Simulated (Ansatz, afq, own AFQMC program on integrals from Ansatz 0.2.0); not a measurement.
**Where AFQMC and coupled cluster stand for H$_{2}$O⁻, doublet**

```xyz
3

O     0.0000   -0.0989   -0.0366
H     0.0000    1.0515    1.3750
H     0.0000    0.5185   -0.7942
```

Basis aug-cc-pVDZ. Noble-gas cores (and the filled d shells of Ga–Kr and In–Xe) are frozen. Ansatz 0.2.0 and our own AFQMC program on the same integrals; the CISD trial comes from CCSD amplitudes, and released means the phaseless constraint is let go. Error bars are statistical, one sigma.

Determinant: UHF, the one that the program's search chose, which needn't be the lowest solution. The geometry is a point of a scan.

No full CI on the walks' own integrals is used here; CCSDT(Q) serves as the reference and is uncertain by about the last step of the cluster series.

Cautions: the released energies are still falling, so no released level is given (meV from the phaseless value at times in 1/Eh: 36 ± 19 at 0.24, -1 ± 22 at 0.51, -30 ± 19 at 0.99, -31 ± 21 at 1.62, -58 ± 29 at 2.40), though the last usable value meets CCSDT(Q) within the noise.

The T1 diagnostic is 0.0378 and the weight of the determinant in the CISD state is 0.887. The ⟨S²⟩ of the determinant is 0.771 and the size of the correlated space is 9 electrons in 40 orbitals.

```
  level  correlation energy (eV)
    MP2                  -6.7324
   CCSD                  -6.8723
CCSD(T)                  -7.1303
```

Estimate where phaseless AFQMC with a CISD trial lies against CCSD(T) on the same integrals.

0.8 ± 2.5 kJ/mol below CCSD(T). The gap is under twice the noise, so this walk alone can't tell the two apart.

Reference: CCSDT(Q), correlation energy -7.179 eV.

```
        level  E − E(reference) (kJ/mol)  share of correlation (%)
      CCSD(T)                        4.7                     99.33
        CCSDT                        2.8                     99.60
ph-AFQMC/CISD                  3.8 ± 2.5                     99.45
```

A walk keeps the symmetry of its determinant, which the program's search chose and which needn't be the lowest solution, so a lower state of the same spin and another symmetry isn't excluded.
